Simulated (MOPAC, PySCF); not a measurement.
C4H6, SMILES `C#CCC`, neutral singlet in the gas phase. 

Cartesian coordinates (Å):
SMILES: C#CCC
```xyz
10

C      2.2548    -0.1952    -0.5179
C      1.0887    -0.4050    -0.3266
C     -0.3320    -0.6271    -0.0898
C     -1.1276     0.6789     0.0368
H      3.2868    -0.0140    -0.6909
H     -0.4519    -1.2230     0.8197
H     -0.7389    -1.2304    -0.9067
H     -1.0432     1.2722    -0.8739
H     -0.7541     1.2796     0.8664
H     -2.1826     0.4641     0.2129
```
Charge 0, spin multiplicity 1.

All levels are single points at this geometry (B3LYP-D3(BJ)/def2-TZVP); Pople sets use spherical d functions. Orbital energies aren't observables, and empty levels follow the basis.

HF/6-31G* in PySCF gives HOMO (eV) = -10.20.

**Question.** Estimate the HOMO (eV) from each of these levels: B3LYP-D3(BJ)/def2-TZVP in PySCF; PBE-D3(BJ)/def2-TZVP in PySCF; M06-2X/6-31G* in PySCF; PBE/6-31G* in PySCF; SVWN5/6-31G* in PySCF; HF/3-21G in PySCF; AM1 in MOPAC; PM7 in MOPAC.

**Answer.** 
```
level                            HOMO (eV)
-------------------------------  ---------
B3LYP-D3(BJ)/def2-TZVP in PySCF      -7.44
PBE-D3(BJ)/def2-TZVP in PySCF        -6.44
M06-2X/6-31G* in PySCF               -8.64
PBE/6-31G* in PySCF                  -6.03
SVWN5/6-31G* in PySCF                -6.14
HF/3-21G in PySCF                   -10.36
AM1 in MOPAC                        -10.68
PM7 in MOPAC                        -10.73
```
